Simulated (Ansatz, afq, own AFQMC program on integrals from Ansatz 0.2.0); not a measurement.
Integrals from Ansatz 0.2.0, then the random walk in our own AFQMC program (afq).

```yaml
crystal:
  periodic: [false, false, false]
  atoms:
    - {symbol: S, position_ang: [0.000000, 0.000000, 0.000000]}
    - {symbol: Br, position_ang: [0.000000, 0.000000, 2.272000]}
basis:
  gaussian: {orbitals: cc-pVDZ}
total_charge: 1
magnetization: {spin_polarized: false, initial_magnetization: 2}
correlation: {method: ccsd_t, electrons: outside_noble_gas, hamiltonian_folder: ham}
```

```sh
$ ansatz run in.yaml --threads 1 --pin off --events-out ev --progress --plain --max-ram 1382MiB
```

Options of the walk:

```
--method phaseless --trial cisd --walkers 60 --populations 1 --least-time 40 --time-step 0.005 --steps-per-block 50 --equilibration-blocks 28 --max-blocks 300 --target-error 0.00042 --factor-cut 1e-05 --start spin_pure --seed 4118 --release-times 0.24,0.51,0.99,1.62,2.4 --release-step 0.03 --release-every 4 --taylor-order 6
```

Times are imaginary, in 1/Eh. The walk had a cap of 514 s. Filled inner d shells are frozen with the cores.

```
orbitals 26  electrons 7 5  factors 182 of 509
reference energy -2969.54785696 Eh
CCSD correlation -0.24832770 Eh in 12 cycles, weight of the determinant in the CISD state 0.7985
energy of the start -2969.796184 Eh
 block  time / (1/Eh)  mean weight  energy / Eh
     1     0.250  1.0012  -2969.792069
     2     0.500  0.9986  -2969.794269
     3     0.750  1.0030  -2969.795984
     4     1.000  1.0003  -2969.798772
     5     1.250  0.9978  -2969.800922
     7     1.750  1.0029  -2969.803211
     9     2.250  0.9997  -2969.802542
    17     4.250  0.9999  -2969.805687
    33     8.250  0.9983  -2969.802694
    49    12.250  0.9988  -2969.806167
    65    16.250  0.9994  -2969.798658
    81    20.250  1.0012  -2969.797404
    97    24.250  0.9983  -2969.802021
   113    28.250  0.9998  -2969.809096
   129    32.250  0.9995  -2969.803156
   145    36.250  0.9991  -2969.824713
   161    40.250  1.0007  -2969.796929
   169    42.250  1.0008  -2969.846312
   177    44.250  1.0015  -2969.804935
   193    48.250  0.9987  -2969.798001
   209    52.250  1.0010  -2969.808029
   225    56.250  0.9985  -2969.817710
   241    60.250  1.0010  -2969.807561
   257    64.250  1.0014  -2969.808827
   273    68.250  1.0001  -2969.794760
   289    72.250  0.9990  -2969.811708
   305    76.250  1.0003  -2969.805795
   321    80.250  1.0012  -2969.798850
blocks merged  error / Eh  count
     1  0.000503  300
     2  0.000638  150
     4  0.000816  75
     8  0.000884  37
    16  0.000950  18
    32  0.000995  9
released: time / (1/Eh)  energy / Eh  error  mean overlap
  0.24  -2969.807869  0.000919  0.9962
  0.51  -2969.809495  0.001001  0.9910
  0.99  -2969.810751  0.001123  0.9824
  1.62  -2969.810600  0.001421  0.9779
  2.40  -2969.809973  0.001793  0.9596
energy -2969.806946 +/- 0.000950 Eh
(rows thinned)
```

(1) Estimate how long the walk took on 1 thread of Intel(R) Xeon(R) 6975P-C (Granite Rapids) (shared host).

The run passed its tests (sampling time, drift between the halves within three errors, error under three times the target), which doesn't prove that it has relaxed.

Against this walk (error 25.8 meV) on the same determinant: CCSD(T) 26.9 meV higher (within the noise), CCSDT(Q) 46.4 meV lower (within the noise). The error is statistical and leaves out the bias of the constraint. Released to 2.40 1/Eh the energy moves by -82 ± 55 meV (both errors), within twice the noise.

Cautions: constraint bias not in the error; error above the target (25.8 against 11.4 meV); no relativity below Rb; no spin-orbit coupling; inner d shell frozen; lower spins were not checked; higher spins were not checked; a spin-contaminated unrestricted determinant lies lower (UHF 211 meV lower, ⟨S²⟩ 2.05); strong correlation (T1 0.062, weight of the determinant 0.80, largest double 0.12); the bias of populations of 60 walkers isn't removed.

Results:

(1) 4.3 min of wall time.

CCSDT and higher add their correlation energy to the determinant of the CCSD(T) run, since their own runs factorise the integrals more tightly (a shift of under 2 meV). A walk keeps the symmetry of its determinant, which the program's search chose and which needn't be the lowest solution, so a lower state of the same spin and another symmetry isn't excluded.
